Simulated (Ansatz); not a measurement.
Ansatz (an electronic-structure program) input (PBE/def2-TZVP):

Ansatz 0.2 input:
```yaml
crystal:
  periodic: [false, false, false]
  atoms:
    - {symbol: S, position_ang: [-0.00000000, -0.00000000, -1.55270816]}
    - {symbol: C, position_ang: [0.00000000, 0.00000000, 0.00000000]}
    - {symbol: S, position_ang: [0.00000000, 0.00000000, 1.55270816]}
basis:
  gaussian:
    orbitals: def2-TZVP
hamiltonian:
  xc: {name: PBE}
relax: {f_tol: 0.003, max_steps: 100}
```

End of the output:

```
mean field -22698.49315869 eV, -834.1542379906 hartree, gradient 5.7e-6 eV, S^2 0.000000; 0 other end points of the search recorded, 0 dependent functions left out
the calculation of the forces begins
reference -22698.49318527 eV, -834.1542389674 hartree; 19, 19 occupied and 86, 86 virtual orbitals, 702 factors
relax step   4: F+E_penalty+E_count = -22698.49315869 eV  Δ(F+E_penalty+E_count) = -2.920e-7 eV  max|allowed force component| = 2.278e-5 eV/Å  Δτ_max = 0.0001 Å  (18 SCF iters, accepted)
integrals: 0.03 GiB planned
702 factors; their error is unknown
mean field: 0.23 GiB planned
mean field -22698.49315869 eV, -834.1542379906 hartree, gradient 7.1e-6 eV, S^2 0.000000; 1 other end points of the search recorded, 0 dependent functions left out
the calculation of the forces begins
reference -22698.49318527 eV, -834.1542389674 hartree; 19, 19 occupied and 86, 86 virtual orbitals, 702 factors
Total energy: -22698.49318527 eV, -834.1542389674 hartree
Atom 0 at    -0.000000    -0.000000    -1.561893 Å, force     0.000000     0.000000    -0.000023 eV/Å
Atom 1 at     0.000000     0.000000    -0.000000 Å, force    -0.000000    -0.000000    -0.000000 eV/Å
Atom 2 at    -0.000000    -0.000000     1.561893 Å, force    -0.000000     0.000000     0.000023 eV/Å
Dipole moment:     0.000000     0.000000    -0.000000 e Å
```
